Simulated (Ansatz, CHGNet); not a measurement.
Elastic constant C12 (GPa) of solids drawn from the class of elemental solids other than molecular ones, at two levels: the machine-learned potential CHGNet-r²SCAN (trained on r²SCAN data), and r²SCAN (PAW; Ansatz, a first-principles code).

```csv
solid,CHGNet-r²SCAN,r²SCAN,shift (%)
fcc Ir,366,249,-32
hcp Be,66.8,18.6,-72
hcp Zr,82.6,65.1,-21
fcc Sr,12.5,10.2,-18.4
hcp Cd,79.6,41.3,-48
hcp Os,443,237,-47
hcp Sc,46.4,42.9,-7.5
diamond-structure Ge,33.9,43.8,+29
fcc Al,56.9,73.3,+29
diamond,331,120,-64
```

The shifts run from -72 % to +29 %, with a median of -27 %.

Over all 10 rows r²SCAN is the larger in 2.

Ansatz's runs of these crystals have no spin polarisation. Meta-GGA and hybrid levels favour moments, which can bear on hcp Sc.

Spin–orbit coupling is left out, also for the solids with elements from indium on (fcc Ir, hcp Os); its size isn't shown.

Each level is taken at its own relaxed cell. Ansatz's density-functional and Hartree–Fock values are scalar-relativistic unless marked +SOC, with PAW data made under PBE.
